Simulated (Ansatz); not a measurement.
# CHNSi+ (doublet): from Hartree-Fock to the top rungs, cc-pVDZ

Aim: climb from Hartree-Fock through coupled cluster and multireference methods for CHNSi+ (doublet) at one geometry and basis, and see what each rung misses.

Method: cc-pVDZ, core rule «outside noble gas», up to 7 orbitals frozen; program: Ansatz 0.2.0, Gaussian basis.

Plan: UHF; CCSD(T) on ROHF; CCSD(T) on UHF; BCCD(T) on ROHF; CISD; CCSDT(Q) on ROHF; CCSDT(Q) on UHF; CASSCF and MRCISD+Q, 9 electrons in 9 orbitals; CASSCF and NEVPT2, 9 electrons in 9 orbitals.

20 further runs of the same task are left out: 6 that didn't finish, 14 set aside as unsound or not needed.

## 1. What is computed

The geometry is a PBE0/def2-TZVP stationary point (not a proven minimum) of the parent state, kept for this charge and spin.

4 atoms, charge 1, spin multiplicity 2.

Atoms are counted from 1 here; the program's logs count them from 0.

Bond lengths: C1–N2 1.240 Å, C1–Si3 1.952 Å, N2–H4 1.013 Å. Angles: N2–C1–Si3 78.7°, C1–N2–H4 135.7°.

## 2. UHF

Contents of in.yaml:

```yaml
crystal:
  periodic: [false, false, false]
  atoms:
    - {symbol: C, position_ang: [0.000000, -0.784833, 0.780179]}
    - {symbol: N, position_ang: [0.000000, 0.409287, 1.114041]}
    - {symbol: Si, position_ang: [0.000000, 0.098619, -0.960690]}
    - {symbol: H, position_ang: [0.000000, 0.916592, 1.991118]}
basis:
  gaussian: {orbitals: cc-pVDZ}
total_charge: 1
magnetization: {spin_polarized: true, initial_magnetization: 1}
hamiltonian: {xc: hf}
output: {orbitals: {seedname: orbitals}}
```

Launch:

```
$ ansatz run in.yaml --threads 1 --pin off --events-out ev --progress --plain --max-ram 2393MiB
```

Further steps of the session: CCSD(T) on ROHF; CCSD(T) on UHF; BCCD(T) on ROHF; CISD; CCSDT(Q) on ROHF; CCSDT(Q) on UHF; CASSCF and MRCISD+Q, 9 electrons in 9 orbitals; CASSCF and NEVPT2, 9 electrons in 9 orbitals.

**Question.** What will the summary of the whole plan be? Wanted: UCCSDT(Q) below the RHF energy; RMP2 from UCCSDT(Q); UMP2 from UCCSDT(Q); RCCSD from UCCSDT(Q); RCCSD(T) from UCCSDT(Q); UCCSD(T) from UCCSDT(Q); RCCSDT(Q) from UCCSDT(Q); MRCISD+Q frontier from UCCSDT(Q); T1 diagnostic.

**Answer**, as computed:

```
                         quantity          value
   UCCSDT(Q) below the RHF energy    -10.3380 eV
              RMP2 from UCCSDT(Q)  +120.7 kJ/mol
              UMP2 from UCCSDT(Q)  +125.4 kJ/mol
             RCCSD from UCCSDT(Q)   +50.6 kJ/mol
          RCCSD(T) from UCCSDT(Q)    +7.1 kJ/mol
          UCCSD(T) from UCCSDT(Q)    +7.3 kJ/mol
         RCCSDT(Q) from UCCSDT(Q)    +0.4 kJ/mol
 MRCISD+Q frontier from UCCSDT(Q)   +10.7 kJ/mol
levels within 1 kcal/mol (43 meV)      RCCSDT(Q)
                    T1 diagnostic          0.032
```

In words: RCCSD(T) lands +7.1 kJ/mol from the yardstick (0.7 % of the correlation energy). These misses are within one basis, not against nature; the frozen cores of restricted and unrestricted runs differ, which can shift their rows.
